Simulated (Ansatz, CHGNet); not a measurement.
hcp Ru: properties by level of theory

Reference values: lattice constant a 2.706 Å (measured, 293 K, no zero-point or thermal correction, our sources range from 2.700 to 2.706; as tabulated in Wikipedia's data pages); lattice parameter c 4.282 Å (measured, 293 K, no zero-point or thermal correction; as tabulated in Wikipedia's data pages).

```csv
level (code),equilibrium lattice constant a (Å),c axis length (Å)
CHGNet 0.3.0,2.737,(withheld)
CHGNet-r²SCAN,2.712,4.258
LDA (Ansatz),2.676,4.222
PBE (Ansatz),2.722,(withheld)
PBE-D4 (Ansatz),2.705,(withheld)
```

Task: Complete the blanks.

Result: 
- CHGNet 0.3.0, c axis length (Å): 4.303
- PBE (Ansatz, an electronic-structure program), c axis length (Å): 4.292
- PBE-D4 (Ansatz), c axis length (Å): 4.270

Differences from the reference values (errors of the level alone only where the reference is corrected to a static lattice):

| level | lattice constant a (%) | lattice parameter c (%) |
|---|---|---|
| CHGNet 0.3.0 | +1.15 | +0.49 |
| CHGNet-r²SCAN | +0.22 | -0.56 |
| LDA | -1.11 | -1.40 |
| PBE | +0.59 | +0.23 |
| PBE-D4 | -0.04 | -0.28 |

Nearest: lattice constant a, not ranked (reference at room or unstated temperature); lattice parameter c, not ranked (reference at room or unstated temperature).

Machine-learned potentials (CHGNet 0.3.0, CHGNet-r²SCAN) are trained on DFT data: a solid inside that data is no test of them.

Ansatz's density-functional and Hartree–Fock values are scalar-relativistic unless marked +SOC, with PAW data made under PBE.

Differences are worked out from the printed values.

Computed values are for the static lattice.
